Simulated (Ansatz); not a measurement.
# C2H3NO: how energies converge with the basis set

One table from this session's results is given with a row withheld; the runs are named, their logs left out.

Program: Ansatz 0.2.0, Gaussian basis. Level of theory: one geometry, several basis sets. These are calculated values, not measurements.

Levels to be run: PBE0-D4/def2-SVP; ωB97M-V/def2-SVP; PBE0-D4/def2-QZVPP; ωB97M-V/def2-QZVPP; the functionals' def2-TZVPP values are taken from earlier runs.

## The relaxed structure

An earlier PBE0-D4 in a triple-zeta def2 set relaxation fixed the geometry.

SMILES `C=CN=O`, 7 atoms, charge 0, spin multiplicity 1.

Atoms are counted from 1 here; the program's logs count them from 0.

Bond lengths: C1–C2 1.328 Å, C1–H5 1.082 Å, C1–H6 1.084 Å, C2–N3 1.420 Å, C2–H7 1.088 Å, N3–O4 1.204 Å. Angles: C2–C1–H5 122.1°, C2–C1–H6 119.3°, H5–C1–H6 118.6°, C1–C2–N3 116.9°, C1–C2–H7 125.8°, N3–C2–H7 117.3°, C2–N3–O4 113.9°.

As a file:

```
atom    x (Å)    y (Å)    z (Å)
  C1   0.0818   0.9971  -0.3867
  C2  -0.0954  -0.1041   0.3349
  N3   0.1367  -1.3439  -0.3169
  O4  -0.0397  -2.3047   0.3870
  H5  -0.0718   1.9857   0.0265
  H6   0.3900   0.9090  -1.4227
  H7  -0.4016  -0.1392   1.3779
```

The first run:

File in.yaml:

```yaml
crystal:
  periodic: [false, false, false]
  atoms:
    - {symbol: C, position_ang: [0.081785, 0.997129, -0.386725]}
    - {symbol: C, position_ang: [-0.095350, -0.104052, 0.334886]}
    - {symbol: N, position_ang: [0.136740, -1.343938, -0.316911]}
    - {symbol: O, position_ang: [-0.039741, -2.304672, 0.387041]}
    - {symbol: H, position_ang: [-0.071844, 1.985744, 0.026468]}
    - {symbol: H, position_ang: [0.390032, 0.909003, -1.422694]}
    - {symbol: H, position_ang: [-0.401633, -0.139212, 1.377934]}
basis:
  gaussian: {orbitals: def2-SVP}
hamiltonian: {xc: pbe0, dispersion: d4}
output: {orbitals: {seedname: orbitals}}
```

Run with:

```
ansatz run in.yaml --threads 4 --pin off --events-out ev --progress --plain --max-ram 10444MiB
```

Among the steps run: PBE0-D4 in def2-SVP; ωB97M-V in def2-SVP; PBE0-D4 in def2-QZVPP; ωB97M-V in def2-QZVPP.

One of the session's tables, all rows but one given; the rest of the session is left out.

It belongs to the step «Functionals by basis». 

```
functional       basis  HOMO (eV)  LUMO (eV)
   PBE0-D4    def2-SVP      -6.43      -2.66
   PBE0-D4  def2-TZVPP      -6.65      -2.80
   PBE0-D4  def2-QZVPP      -6.70      -2.84
   ωB97M-V    def2-SVP      -8.95      -0.28
   ωB97M-V  def2-TZVPP          ?          ?
   ωB97M-V  def2-QZVPP      -9.24      -0.55
```

**Question.** Estimate the row for ωB97M-V, def2-TZVPP.

As computed: HOMO (eV): -9.19; LUMO (eV): -0.49. In the column «HOMO (eV)» it lies between ωB97M-V, def2-QZVPP (-9.24) and ωB97M-V, def2-SVP (-8.95).
